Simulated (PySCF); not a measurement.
# Cost of response and excited-state runs on SMILES F[C][SiH3], CH₃FSi, triplet

Geometry:
| atom | x (Å) | y (Å) | z (Å) |
| --- | --- | --- | --- |
| F1 | 2.307 | -0.095 | 0.131 |
| C2 | 1.204 | 0.533 | -0.221 |
| Si3 | -0.545 | -0.016 | -0.016 |
| H4 | -0.864 | -0.219 | 1.404 |
| H5 | -1.317 | 1.078 | -0.589 |
| H6 | -0.782 | -1.279 | -0.729 |

PySCF with density fitting, on 1 thread of an AMD EPYC 7B13, shared host. Command: `OMP_NUM_THREADS=1 python excited_run.py task.json out`

Task: How long does each of these runs take, and how much memory?
- open-shell absorption, BHandHLYP/def2-SVPD; 8 states; spin flip
- open-shell absorption, PBE0/def2-SVPD; 10 states; full response

Result: 
| run | level | basis functions | wall time | peak memory (GiB) |
| --- | --- | --- | --- | --- |
| open-shell absorption | BHandHLYP/def2-SVPD | 91 | 2.2 s | 0.38 |
| open-shell absorption | PBE0/def2-SVPD | 91 | 6.6 s | 0.37 |

Times from a shared host are rough.
